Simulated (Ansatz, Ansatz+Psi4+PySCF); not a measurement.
```csv
atom,x (Å),y (Å),z (Å)
C,0.0000,0.0000,-1.1114
Cl,0.0000,0.0000,0.6159
H,0.0000,1.0293,-1.4643
H,0.8914,-0.5147,-1.4643
H,-0.8914,-0.5147,-1.4643
```

Basis set: cc-pVTZ on H, C; cc-pV(T+d)Z on Cl (spherical functions). Left uncorrelated: 6 orbitals. Charge 0, multiplicity 1.

Computed with Ansatz (development build ahead of 0.2.0); each method stands on the lowest determinant of its kind that the runs found. Restricted open shells among the atoms or ions are ROHF, correlated in semicanonical orbitals with singles.

Q: Give the atomization energy at this shape (free ground-state atoms in the same class of orbitals less the molecule, no zero-point energy) of singlet CH3Cl by RHF-CCSD(T), RHF-MP2, RHF.

A:

```csv
method,atomization energy
RHF-CCSD(T),16.69 eV
RHF-MP2,16.82 eV
RHF,13.10 eV
```
